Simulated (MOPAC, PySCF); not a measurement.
C4H10, SMILES `CC(C)C`, neutral singlet in the gas phase. 

Z-matrix (Å, degrees):
```
C
H 1 1.0962
C 1 1.5291 2 107.88
H 3 1.0921 1 111.33 2 60.26
H 3 1.0921 4 107.96 1 122.49
H 3 1.0939 4 107.72 5 116.08
C 1 1.5291 2 107.88 3 120.00
H 7 1.0921 1 111.33 2 60.26
H 7 1.0921 8 107.96 1 122.49
H 7 1.0939 8 107.72 9 116.08
C 1 1.5291 2 107.88 3 -120.00
H 11 1.0921 1 111.33 2 -60.26
H 11 1.0921 12 107.96 1 -122.49
H 11 1.0939 12 107.72 13 -116.08
```
Charge 0, spin multiplicity 1.

All levels are single points at this geometry (B3LYP-D3(BJ)/def2-TZVP); Pople sets use spherical d functions. Orbital energies aren't observables, and empty levels follow the basis.

```
level                            HOMO (eV)  LUMO (eV)  gap (eV)  dipole (D)  vertical IE, Delta-SCF (eV)
-------------------------------  ---------  ---------  --------  ----------  ---------------------------
B3LYP-D3(BJ)/def2-TZVP in PySCF      -8.82       0.82      9.63        0.14                            –
B3LYP/3-21G in PySCF                 -8.58       2.97     11.56        0.06                            –
BP86/6-31G* in PySCF                 -7.52       1.72      9.25        0.09                            –
HF/3-21G in PySCF                   -12.28       6.88     19.16        0.06                            –
HF/STO-3G in PySCF                  -11.49      16.27     27.75        0.03                            –
PM6 in MOPAC                        -11.21       4.42     15.62        0.12                            –
```
